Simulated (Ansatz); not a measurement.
Reaction (SMILES): OO (H2O2) → 2 [OH] (OH)
B3LYP-D3(BJ)/def2-TZVP geometries, fixed; electronic energies without zero-point terms.

How fast the bond dissociation energy converges with the basis for several methods (Ansatz, a first-principles code): deviation from each method's own reference, in kcal/mol. References: B2PLYP 52.60 kcal/mol, the value in aug-pcseg-3; CCSD(T) 54.57 kcal/mol, Hartree-Fock in cc-pVQZ plus the correlation part extrapolated as X^-3 from cc-pVTZ and cc-pVQZ; HF -2.03 kcal/mol, the value in aug-pcseg-3; MP2 62.57 kcal/mol, Hartree-Fock in aug-cc-pVQZ plus the correlation part extrapolated as X^-3 from aug-cc-pVTZ and aug-cc-pVQZ; PBE 62.48 kcal/mol, the value in aug-pcseg-3; PBE0 52.02 kcal/mol, the value in aug-pcseg-3. All functions are spherical. In correlated methods cores are frozen. Open shells are unrestricted. No added dispersion term, no relativity. 

```csv
basis,functions,B2PLYP,CCSD(T),HF,MP2,PBE,PBE0
aug-pcseg-1,64,-3.47,-8.75,-1.59,-9.09,-1.15,-1.41
pcseg-2,88,-0.58,-2.67,0.22,-3.15,0.32,0.22
cc-pVTZ,88,0.31,-2.42,0.65,-2.97,1.84,1.29
def2-TZVPP,90,-0.57,-2.95,0.04,-3.44,0.55,0.30
jun-cc-pV(T+d)Z,106,-1.00,-3.20,-0.29,-3.58,-0.25,-0.27
"6-311++G(3df,3pd)",114,-1.05,-3.46,-0.41,-3.83,-0.26,-0.34
cc-pVQZ,170,0.20,-1.27,0.06,-1.45,0.92,0.58
def2-QZVPPD,198,-0.39,-1.51,-0.31,-1.67,-0.22,-0.22
```

Mean absolute deviation over pcseg-2, cc-pVTZ, def2-TZVPP, jun-cc-pV(T+d)Z, 6-311++G(3df,3pd): HF 0.32, PBE0 0.48, PBE 0.64, B2PLYP 0.70, CCSD(T) 2.94, MP2 3.39 kcal/mol.
